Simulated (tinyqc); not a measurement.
Inside a calculation (part 2 of 2). Method: UHF in the sto-3g basis, for H2O, spin multiplicity 1. Computed by tinyqc, a small Python program that keeps every step (integrals from PySCF). Command: `OMP_NUM_THREADS=1 python tinyqc.py 24470 24471 out.jsonl` (the two numbers bound the seeds that draw the settings). One thread of a shared host (Intel(R) Xeon(R) Processor @ 2.60GHz), about 0.1 s of CPU time with the checks.

Geometry (angstrom):
```
atom,x,y,z
O,0.000000,0.000000,0.000000
H,0.000000,0.780000,0.550000
H,0.000000,-0.761000,0.537000
```

## Iteration 2: DIIS over 2 matrices

error matrix X^T (FDS - SDF) X (alpha):
```
,1,2,3,4,5,6,7
1,0.000000,0.006871,0.012144,0.000096,0.000576,-0.038039,-0.030163
2,-0.006871,0.000000,-0.051911,-0.003711,0.012304,0.131352,0.110787
3,-0.012144,0.051911,0.000000,-0.160947,0.043344,0.040817,-0.085182
4,-0.000096,0.003711,0.160947,0.000000,-0.002338,0.141368,-0.114488
5,-0.000576,-0.012304,-0.043344,0.002338,0.000000,0.108741,0.099213
6,0.038039,-0.131352,-0.040817,-0.141368,-0.108741,0.000000,-0.007521
7,0.030163,-0.110787,0.085182,0.114488,-0.099213,0.007521,0.000000
```

B (overlaps of the stored error matrices):
```
,1,2
1,1.6353766e+00,8.5497832e-01
2,8.5497832e-01,5.0586309e-01
```

Minimise |sum c_i e_i|^2 with sum c_i = 1: solve [B -1; -1 0][c; lambda] = [0; -1] with B_ij = tr e_i^T e_j summed over both spins, and take F = sum c_i F_i.

DIIS coefficients: -0.809480  1.809480

extrapolated F(alpha) (hartree):
```
,1O 1s,1O 2s,1O 2px,1O 2py,1O 2pz,2H 1s,3H 1s
1O 1s,-20.260904,-5.169387,-0.000202,-0.000704,-0.029545,-1.204367,-1.270668
1O 2s,-5.169387,-2.464404,0.046106,0.014233,-0.131890,-1.043835,-1.083367
1O 2px,-0.000202,0.046106,-0.360598,-0.170806,0.046933,0.009069,-0.024649
1O 2py,-0.000704,0.014233,-0.170806,-0.378732,0.031341,-0.428644,0.423401
1O 2pz,-0.029545,-0.131890,0.046933,0.031341,-0.380269,-0.370910,-0.368408
2H 1s,-1.204367,-1.043835,0.009069,-0.428644,-0.370910,-0.596850,-0.398313
3H 1s,-1.270668,-1.083367,-0.024649,0.423401,-0.368408,-0.398313,-0.621401
```

extrapolated F(beta) (hartree):
```
,1O 1s,1O 2s,1O 2px,1O 2py,1O 2pz,2H 1s,3H 1s
1O 1s,-20.260904,-5.169387,0.000202,-0.000704,-0.029545,-1.204367,-1.270668
1O 2s,-5.169387,-2.464404,-0.046106,0.014233,-0.131890,-1.043835,-1.083367
1O 2px,0.000202,-0.046106,-0.360598,0.170806,-0.046933,-0.009069,0.024649
1O 2py,-0.000704,0.014233,0.170806,-0.378732,0.031341,-0.428644,0.423401
1O 2pz,-0.029545,-0.131890,-0.046933,0.031341,-0.380269,-0.370910,-0.368408
2H 1s,-1.204367,-1.043835,-0.009069,-0.428644,-0.370910,-0.596850,-0.398313
3H 1s,-1.270668,-1.083367,0.024649,0.423401,-0.368408,-0.398313,-0.621401
```

## Iteration 2: diagonalisation and new density

X:
```
,1O 1s,1O 2s,1O 2px,1O 2py,1O 2pz,2H 1s,3H 1s
1O 1s,1.024282,-0.144356,0.000000,0.000378,-0.010023,0.022165,0.022769
1O 2s,-0.144356,1.261603,0.000000,-0.006641,0.111348,-0.298388,-0.317136
1O 2px,0.000000,0.000000,1.000000,0.000000,0.000000,0.000000,0.000000
1O 2py,0.000378,-0.006641,0.000000,1.126203,-0.002604,-0.240613,0.249339
1O 2pz,-0.010023,0.111348,0.000000,-0.002604,1.051733,-0.140038,-0.146892
2H 1s,0.022165,-0.298388,0.000000,-0.240613,-0.140038,1.212311,-0.087803
3H 1s,0.022769,-0.317136,0.000000,0.249339,-0.146892,-0.087803,1.228997
```

D(alpha) after iteration 1:
```
,1O 1s,1O 2s,1O 2px,1O 2py,1O 2pz,2H 1s,3H 1s
1O 1s,1.058625,-0.254114,0.017879,0.005679,0.019261,0.002326,0.010675
1O 2s,-0.254114,1.137595,-0.141136,-0.048765,-0.106142,-0.040059,-0.133216
1O 2px,0.017879,-0.141136,0.779258,0.264855,-0.078375,-0.185505,0.461363
1O 2py,0.005679,-0.048765,0.264855,0.784689,-0.055268,0.059093,0.051338
1O 2pz,0.019261,-0.106142,-0.078375,-0.055268,0.844144,0.134422,0.044545
2H 1s,0.002326,-0.040059,-0.185505,0.059093,0.134422,0.233654,-0.180758
3H 1s,0.010675,-0.133216,0.461363,0.051338,0.044545,-0.180758,0.451486
```

D(beta) after iteration 1:
```
,1O 1s,1O 2s,1O 2px,1O 2py,1O 2pz,2H 1s,3H 1s
1O 1s,1.058625,-0.254114,-0.017879,0.005679,0.019261,0.002326,0.010675
1O 2s,-0.254114,1.137595,0.141136,-0.048765,-0.106142,-0.040059,-0.133216
1O 2px,-0.017879,0.141136,0.779258,-0.264855,0.078375,0.185505,-0.461363
1O 2py,0.005679,-0.048765,-0.264855,0.784689,-0.055268,0.059093,0.051338
1O 2pz,0.019261,-0.106142,0.078375,-0.055268,0.844144,0.134422,0.044545
2H 1s,0.002326,-0.040059,0.185505,0.059093,0.134422,0.233654,-0.180758
3H 1s,0.010675,-0.133216,-0.461363,0.051338,0.044545,-0.180758,0.451486
```

overlap S:
```
,1O 1s,1O 2s,1O 2px,1O 2py,1O 2pz,2H 1s,3H 1s
1O 1s,1.000000,0.236704,0.000000,0.000000,0.000000,0.054336,0.057380
1O 2s,0.236704,1.000000,0.000000,0.000000,0.000000,0.476639,0.491891
1O 2px,0.000000,0.000000,1.000000,0.000000,0.000000,0.000000,0.000000
1O 2py,0.000000,0.000000,0.000000,1.000000,0.000000,0.322343,-0.328676
1O 2pz,0.000000,0.000000,0.000000,0.000000,1.000000,0.227293,0.231930
2H 1s,0.054336,0.476639,0.000000,0.322343,0.227293,1.000000,0.242046
3H 1s,0.057380,0.491891,0.000000,-0.328676,0.231930,0.242046,1.000000
```

Diagonalise F' = X^T F X, C = X C', fill 5 alpha and 5 beta electrons from the bottom; D(s) = C_occ C_occ^T; the new density keeps 0.3 of the old one (damping). Each column has its largest component positive (the first on a tie).

F' = X^T F X (alpha) (hartree):
```
,1,2,3,4,5,6,7
1,-19.880081,-2.698514,-0.007757,-0.003113,-0.054006,-0.186249,-0.207050
2,-2.698514,-1.210444,0.069667,0.014056,0.117287,-0.539642,-0.560188
3,-0.007757,0.069667,-0.360598,-0.201118,0.057292,0.033923,-0.095199
4,-0.003113,0.014056,-0.201118,-0.035903,0.036087,-0.515795,0.497469
5,-0.054006,0.117287,0.057292,0.036087,-0.229664,-0.344102,-0.328311
6,-0.186249,-0.539642,0.033923,-0.515795,-0.344102,0.029246,-0.109255
7,-0.207050,-0.560188,-0.095199,0.497469,-0.328311,-0.109255,0.032457
```

orbital energies (alpha) (hartree): MO1 -20.269748, MO2 -1.296493, MO3 -0.697535, MO4 -0.468616, MO5 -0.373167, MO6 0.641016, MO7 0.809558

coefficients C (alpha):
```
,MO1,MO2,MO3,MO4,MO5,MO6,MO7
1O 1s,0.994112,-0.230946,-0.007605,0.101965,0.013002,-0.137399,-0.002124
1O 2s,0.026812,0.821574,0.021632,-0.523853,-0.103023,0.923744,0.004817
1O 2px,-0.000068,-0.049208,0.285969,-0.087206,0.933495,0.092603,-0.167948
1O 2py,-0.000132,-0.024475,0.627042,0.010324,-0.011158,-0.018920,0.997036
1O 2pz,0.004302,0.139816,-0.052975,0.796236,0.033677,0.707991,0.032943
2H 1s,-0.005982,0.161272,0.402959,0.309589,-0.162308,-0.778378,-0.853204
3H 1s,-0.006302,0.165402,-0.348145,0.195593,0.364939,-0.841193,0.821789
```

F' = X^T F X (beta) (hartree):
```
,1,2,3,4,5,6,7
1,-19.880081,-2.698514,0.007757,-0.003113,-0.054006,-0.186249,-0.207050
2,-2.698514,-1.210444,-0.069667,0.014056,0.117287,-0.539642,-0.560188
3,0.007757,-0.069667,-0.360598,0.201118,-0.057292,-0.033923,0.095199
4,-0.003113,0.014056,0.201118,-0.035903,0.036087,-0.515795,0.497469
5,-0.054006,0.117287,-0.057292,0.036087,-0.229664,-0.344102,-0.328311
6,-0.186249,-0.539642,-0.033923,-0.515795,-0.344102,0.029246,-0.109255
7,-0.207050,-0.560188,0.095199,0.497469,-0.328311,-0.109255,0.032457
```

orbital energies (beta) (hartree): MO1 -20.269748, MO2 -1.296493, MO3 -0.697535, MO4 -0.468616, MO5 -0.373167, MO6 0.641016, MO7 0.809558

coefficients C (beta):
```
,MO1,MO2,MO3,MO4,MO5,MO6,MO7
1O 1s,0.994112,-0.230946,-0.007605,0.101965,-0.013002,-0.137399,-0.002124
1O 2s,0.026812,0.821574,0.021632,-0.523853,0.103023,0.923744,0.004817
1O 2px,0.000068,0.049208,-0.285969,0.087206,0.933495,-0.092603,0.167948
1O 2py,-0.000132,-0.024475,0.627042,0.010324,0.011158,-0.018920,0.997036
1O 2pz,0.004302,0.139816,-0.052975,0.796236,-0.033677,0.707991,0.032943
2H 1s,-0.005982,0.161272,0.402959,0.309589,0.162308,-0.778378,-0.853204
3H 1s,-0.006302,0.165402,-0.348145,0.195593,-0.364939,-0.841193,0.821789
```

D(alpha) after iteration 2:
```
,1O 1s,1O 2s,1O 2px,1O 2py,1O 2pz,2H 1s,3H 1s
1O 1s,1.054141,-0.228837,0.014021,0.002866,0.043589,-0.011062,-0.008787
1O 2s,-0.228837,1.014123,-0.101654,-0.022194,-0.246562,-0.015101,-0.048273
1O 2px,0.014021,-0.101654,0.908030,0.197898,-0.065533,-0.105501,0.289549
1O 2py,0.002866,-0.022194,0.197898,0.511215,-0.036737,0.195341,-0.141680
1O 2pz,0.043589,-0.246562,-0.065533,-0.036737,0.713493,0.209878,0.160062
2H 1s,-0.011062,-0.015101,-0.105501,0.195341,0.209878,0.287523,-0.132806
3H 1s,-0.008787,-0.048273,0.289549,-0.141680,0.160062,-0.132806,0.359474
```

D(beta) after iteration 2:
```
,1O 1s,1O 2s,1O 2px,1O 2py,1O 2pz,2H 1s,3H 1s
1O 1s,1.054141,-0.228837,-0.014021,0.002866,0.043589,-0.011062,-0.008787
1O 2s,-0.228837,1.014123,0.101654,-0.022194,-0.246562,-0.015101,-0.048273
1O 2px,-0.014021,0.101654,0.908030,-0.197898,0.065533,0.105501,-0.289549
1O 2py,0.002866,-0.022194,-0.197898,0.511215,-0.036737,0.195341,-0.141680
1O 2pz,0.043589,-0.246562,0.065533,-0.036737,0.713493,0.209878,0.160062
2H 1s,-0.011062,-0.015101,0.105501,0.195341,0.209878,0.287523,-0.132806
3H 1s,-0.008787,-0.048273,-0.289549,-0.141680,0.160062,-0.132806,0.359474
```

## Iteration 19 (converged): orbitals

converged F(alpha) (hartree):
```
,1O 1s,1O 2s,1O 2px,1O 2py,1O 2pz,2H 1s,3H 1s
1O 1s,-20.223510,-5.161984,0.000000,0.000572,-0.029445,-1.202753,-1.269488
1O 2s,-5.161984,-2.446120,0.000000,0.006936,-0.126737,-1.027449,-1.066564
1O 2px,0.000000,0.000000,-0.388130,0.000000,0.000000,0.000000,0.000000
1O 2py,0.000572,0.006936,0.000000,-0.334627,0.006337,-0.405972,0.413702
1O 2pz,-0.029445,-0.126737,0.000000,0.006337,-0.354344,-0.349701,-0.355654
2H 1s,-1.202753,-1.027449,0.000000,-0.405972,-0.349701,-0.577212,-0.390415
3H 1s,-1.269488,-1.066564,0.000000,0.413702,-0.355654,-0.390415,-0.609641
```

converged F(beta) (hartree):
```
,1O 1s,1O 2s,1O 2px,1O 2py,1O 2pz,2H 1s,3H 1s
1O 1s,-20.223510,-5.161984,0.000000,0.000572,-0.029445,-1.202753,-1.269488
1O 2s,-5.161984,-2.446120,0.000000,0.006936,-0.126737,-1.027449,-1.066564
1O 2px,0.000000,0.000000,-0.388130,0.000000,0.000000,0.000000,0.000000
1O 2py,0.000572,0.006936,0.000000,-0.334627,0.006337,-0.405972,0.413702
1O 2pz,-0.029445,-0.126737,0.000000,0.006337,-0.354344,-0.349701,-0.355654
2H 1s,-1.202753,-1.027449,0.000000,-0.405972,-0.349701,-0.577212,-0.390415
3H 1s,-1.269488,-1.066564,0.000000,0.413702,-0.355654,-0.390415,-0.609641
```

Diagonalise F' = X^T F X, C = X C', fill 5 alpha and 5 beta electrons from the bottom; D(s) = C_occ C_occ^T. Each column has its largest component positive (the first on a tie).

F' = X^T F X (alpha) (hartree):
```
,1,2,3,4,5,6,7
1,-19.842719,-2.696448,0.000000,-0.000013,-0.053742,-0.188068,-0.208327
2,-2.696448,-1.204701,0.000000,-0.003560,0.113389,-0.523393,-0.549023
3,0.000000,0.000000,-0.388130,0.000000,0.000000,0.000000,0.000000
4,-0.000013,-0.003560,0.000000,0.003487,0.001625,-0.490910,0.500633
5,-0.053742,0.113389,0.000000,0.001625,-0.209694,-0.317813,-0.326208
6,-0.188068,-0.523393,0.000000,-0.490910,-0.317813,0.027395,-0.107450
7,-0.208327,-0.549023,0.000000,0.500633,-0.326208,-0.107450,0.034078
```

orbital energies (alpha) (hartree): MO1 -20.232429, MO2 -1.269496, MO3 -0.633429, MO4 -0.442255, MO5 -0.388130, MO6 0.609160, MO7 0.776295

coefficients C (alpha):
```
,MO1,MO2,MO3,MO4,MO5,MO6,MO7
1O 1s,0.994082,-0.232636,-0.003502,0.100404,0.000000,-0.136175,0.012114
1O 2s,0.026944,0.829141,0.019139,-0.524685,0.000000,0.917662,-0.092562
1O 2px,0.000000,0.000000,0.000000,0.000000,1.000000,0.000000,0.000000
1O 2py,-0.000177,-0.006796,0.600538,0.005625,0.000000,0.073239,1.011119
1O 2pz,0.004309,0.128874,-0.008935,0.795987,0.000000,0.711372,-0.059024
2H 1s,-0.006006,0.156119,0.441521,0.272306,0.000000,-0.865467,-0.775825
3H 1s,-0.006331,0.165239,-0.439985,0.259598,0.000000,-0.754123,0.919761
```

F' = X^T F X (beta) (hartree):
```
,1,2,3,4,5,6,7
1,-19.842719,-2.696448,0.000000,-0.000013,-0.053742,-0.188068,-0.208327
2,-2.696448,-1.204701,0.000000,-0.003560,0.113389,-0.523393,-0.549023
3,0.000000,0.000000,-0.388130,0.000000,0.000000,0.000000,0.000000
4,-0.000013,-0.003560,0.000000,0.003487,0.001625,-0.490910,0.500633
5,-0.053742,0.113389,0.000000,0.001625,-0.209694,-0.317813,-0.326208
6,-0.188068,-0.523393,0.000000,-0.490910,-0.317813,0.027395,-0.107450
7,-0.208327,-0.549023,0.000000,0.500633,-0.326208,-0.107450,0.034078
```

orbital energies (beta) (hartree): MO1 -20.232429, MO2 -1.269496, MO3 -0.633429, MO4 -0.442255, MO5 -0.388130, MO6 0.609160, MO7 0.776295

coefficients C (beta):
```
,MO1,MO2,MO3,MO4,MO5,MO6,MO7
1O 1s,0.994082,-0.232636,-0.003502,0.100404,0.000000,-0.136175,0.012114
1O 2s,0.026944,0.829141,0.019139,-0.524685,0.000000,0.917662,-0.092562
1O 2px,0.000000,0.000000,0.000000,0.000000,1.000000,0.000000,0.000000
1O 2py,-0.000177,-0.006796,0.600538,0.005625,0.000000,0.073239,1.011119
1O 2pz,0.004309,0.128874,-0.008935,0.795987,0.000000,0.711372,-0.059024
2H 1s,-0.006006,0.156119,0.441521,0.272306,0.000000,-0.865467,-0.775825
3H 1s,-0.006331,0.165239,-0.439985,0.259598,0.000000,-0.754123,0.919761
```

D(alpha) after iteration 19:
```
,1O 1s,1O 2s,1O 2px,1O 2py,1O 2pz,2H 1s,3H 1s
1O 1s,1.052411,-0.218851,0.000000,-0.000133,0.054255,-0.016495,-0.017128
1O 2s,-0.218851,0.963862,0.000000,0.002902,-0.310843,-0.005142,-0.007792
1O 2px,0.000000,0.000000,1.000000,0.000000,0.000000,0.000000,0.000000
1O 2py,-0.000133,0.002902,0.000000,0.360724,-0.001765,0.265622,-0.263890
1O 2pz,0.054255,-0.310843,0.000000,-0.001765,0.650302,0.232901,0.231835
2H 1s,-0.016495,-0.005142,0.000000,0.265622,0.232901,0.293501,-0.097738
3H 1s,-0.017128,-0.007792,0.000000,-0.263890,0.231835,-0.097738,0.288322
```

D(beta) after iteration 19:
```
,1O 1s,1O 2s,1O 2px,1O 2py,1O 2pz,2H 1s,3H 1s
1O 1s,1.052411,-0.218851,0.000000,-0.000133,0.054255,-0.016495,-0.017128
1O 2s,-0.218851,0.963862,0.000000,0.002902,-0.310843,-0.005142,-0.007792
1O 2px,0.000000,0.000000,1.000000,0.000000,0.000000,0.000000,0.000000
1O 2py,-0.000133,0.002902,0.000000,0.360724,-0.001765,0.265622,-0.263890
1O 2pz,0.054255,-0.310843,0.000000,-0.001765,0.650302,0.232901,0.231835
2H 1s,-0.016495,-0.005142,0.000000,0.265622,0.232901,0.293501,-0.097738
3H 1s,-0.017128,-0.007792,0.000000,-0.263890,0.231835,-0.097738,0.288322
```

## Convergence

Stop when the energy changes by less than 1e-08 hartree and every element of the error matrix X^T (F D S - S D F) X (for each spin) is below 3e-05.

Course of the cycle:
```
iteration,E (hartree),change,largest element of the error matrix
1,-73.33242949,-,3.02e-01
2,-74.24860564,-9.16e-01,1.61e-01
3,-74.68992635,-4.41e-01,8.94e-02
4,-74.86317037,-1.73e-01,3.85e-02
5,-74.92569368,-6.25e-02,1.36e-02
6,-74.94749990,-2.18e-02,4.56e-03
7,-74.95441106,-6.91e-03,1.54e-03
8,-74.95652785,-2.12e-03,5.74e-04
9,-74.95716754,-6.40e-04,1.81e-04
10,-74.95736053,-1.93e-04,5.78e-05
11,-74.95741860,-5.81e-05,1.78e-05
12,-74.95743604,-1.74e-05,5.46e-06
13,-74.95744127,-5.23e-06,1.56e-06
14,-74.95744284,-1.57e-06,5.18e-07
15,-74.95744331,-4.71e-07,1.72e-07
16,-74.95744345,-1.41e-07,5.93e-08
17,-74.95744350,-4.24e-08,1.85e-08
18,-74.95744351,-1.27e-08,5.53e-09
19,-74.95744351,-3.82e-09,1.56e-09
```

PySCF UHF in the same basis, after a stability check = -74.95744351 hartree

Converged in 19 iterations.

## Populations, bond orders and dipole

Mulliken: Z minus the diagonal of D S on the atom; Loewdin: the same with S^(1/2) D S^(1/2); Mayer order: 2 sum_s sum (D(s) S)_ij (D(s) S)_ji over the two atoms.

Charges (e):
```
atom,Mulliken,Loewdin,Mulliken spin
1O,-0.389184,-0.268081,0
2H,0.189890,0.131973,0
3H,0.199294,0.136107,0
```

Mayer bond orders:
```
pair,order
2-1,0.947451
3-1,0.943791
3-2,0.016491
```

dipole moment about the origin, x y z (debye): 0.000000  -0.009179  1.708633

<S^2> of the determinant (pure state: 0) = 0.000000
